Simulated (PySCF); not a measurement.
Predicted microwave data (PBE0-D3(BJ)/def2-TZVP geometry optimisation, gas phase in PySCF 2.14.0) for one isomer of C2H3Cl3:

| Quantity | Value |
| --- | --- |
| Rotational constants | A = 3563, B = 1485, C = 1084 MHz |
| Dipole components | \|μa\| = 0.09 D, \|μb\| = 1.26 D, \|μc\| = 0.12 D |
| Inertial defect | -16.23 u·Å² |
| κ | -0.68 |

Question: Which structure is it? (One computed conformer of each.)
A. `CC(Cl)(Cl)Cl`
B. `[Cl:1][CH2:2][CH:3]([Cl:4])[Cl:5]` with Cl1–C2–C3–Cl4 -66° (1,1,2-trichloroethane)

Answer: B. It is ClCC(Cl)Cl, an asymmetric top, point group C1. The candidates at the same level (rigid rotor, commonest isotopes):

```json
{"SMILES": "CC(Cl)(Cl)Cl", "A (MHz)": "2385", "B (MHz)": "2384", "C (MHz)": "1714", "μa (D)": "0.00", "μb (D)": "0.00", "μc (D)": "1.80", "Δ (u·Å²)": "-128.99", "point group": "C3v", "rotor": "oblate symmetric top"}
{"SMILES": "ClCC(Cl)Cl", "A (MHz)": "3563", "B (MHz)": "1485", "C (MHz)": "1084", "μa (D)": "0.09", "μb (D)": "1.26", "μc (D)": "0.12", "Δ (u·Å²)": "-16.23", "point group": "C1", "rotor": "asymmetric top"}
```

`CC(Cl)(Cl)Cl` has B 61 % too high. No structure here is proved a minimum.
